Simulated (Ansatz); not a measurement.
The input, for Ansatz 0.2.0:

```yaml
crystal:
  periodic: [false, false, false]
  atoms:
    - {symbol: Cl, position_ang: [0.000000, -0.086964, 0.042388]}
    - {symbol: H, position_ang: [0.000000, 2.256914, -2.495970]}
    - {symbol: H, position_ang: [0.000000, 0.801937, 1.005044]}
basis:
  gaussian: {orbitals: def2-TZVP, fitting: {mean_field: def2-universal-jkfit}}
total_charge: 1
magnetization: {spin_polarized: true, initial_magnetization: 0}
correlation: {method: ccsd_t, electrons: outside_noble_gas}
```

```sh
$ ansatz run in.yaml --threads 1 --pin off --events-out ev --progress --plain --max-ram 2393MiB
```

The program prints:

```
164 factors; integrals over basis functions are off by at most 1.4e0 eV
mean field evaluation 1: about -12518.1068 eV, gradient 2.0e1 eV
mean field evaluation 2: about -12519.9932 eV, gradient 1.1e1 eV
mean field evaluation 4: about -12520.3887 eV, gradient 4.9e-1 eV
mean field evaluation 8: about -12520.5721 eV, gradient 1.5e0 eV
mean field evaluation 16: about -12518.1066 eV, gradient 2.0e1 eV
mean field evaluation 32: about -12521.0541 eV, gradient 1.1e1 eV
mean field evaluation 64: about -12522.0333 eV, gradient 9.2e-2 eV
mean field evaluation 96: about -12521.9966 eV, gradient 9.2e-2 eV
mean field evaluation 128: about -12520.1015 eV, gradient 2.1e0 eV
mean field evaluation 160: about -12517.9417 eV, gradient 1.5e-1 eV
mean field evaluation 192: about -12518.0105 eV, gradient 9.6e-1 eV
mean field evaluation 224: about -12522.0342 eV, gradient 3.1e-4 eV
mean field evaluation 256: about -12520.4328 eV, gradient 7.0e-1 eV
mean field -12522.03423972 eV, -460.1762705700 hartree, gradient 1.2e-6 eV, S^2 0.997342; 11 other end points of the search recorded, 0 dependent functions left out
determinant -12522.03423972 eV, -460.1762705700 hartree, with singles and doubles -12527.05430298 eV, -460.3607544922 hartree
determinant -12521.99667026 eV, -460.1748899179 hartree, with singles and doubles -12526.98311514 eV, -460.3581383871 hartree
determinant -12520.39228812 eV, -460.1159299617 hartree, with singles and doubles -12526.72847993 eV, -460.3487807160 hartree
determinant -12522.03423972 eV, -460.1762705700 hartree, with singles and doubles -12527.05404768 eV, -460.3607451102 hartree
determinant -12521.99667026 eV, -460.1748899179 hartree, with singles and doubles -12526.95974777 eV, -460.3572796524 hartree
determinant -12520.39228812 eV, -460.1159299617 hartree, with singles and doubles -12526.76371702 eV, -460.3500756550 hartree
5 core orbitals not correlated: weight in the atoms' cores, before any rotation towards them, 1.000 or more for the frozen orbitals, at most 0.000 for the correlated occupied ones
reference -12522.03423972 eV, -460.1762705700 hartree; 4, 4 occupied and 40, 40 virtual orbitals, 164 factors
second order -4.24325304 eV of doubles, -0.00000000 eV of singles
cycle   1  -5.01980746 eV  change    5.1e-7 eV  update   1.6e-6
perturbative correction -0.16060652 eV, -0.0059021808 hartree
Total energy: -12527.21465370 eV, -460.3666472723 hartree
```

The T1 diagnostic is 0.052.

Ran on 1 thread of INTEL XEON PLATINUM 8581C, shared host: 2.8 s wall, 0.17 GiB peak host memory.
